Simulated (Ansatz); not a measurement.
Molecule: dihydrogen, H2 (charge 0, singlet). 
Structure (B3LYP-D3(BJ)/def2-TZVP (Ansatz, a first-principles code) minimum search):
```
H
H 1 0.7440
```

Parts of the frozen-core correlation energy in 6-31G* (Ansatz, hartree). Frozen orbitals: 0; correlated occupied orbitals by spin: 1 and 1; virtual: 3 and 3. Spin-orbit coupling is left out. Non-relativistic.

```csv
term,value
reference (HF),-1.12669
MP2 opposite-spin,-0.01742
MP2 same-spin,0.00000
CCSD correlation,-0.02501
(T),0.00000
T1 diagnostic,0.004
largest doubles amplitude,0.078
```
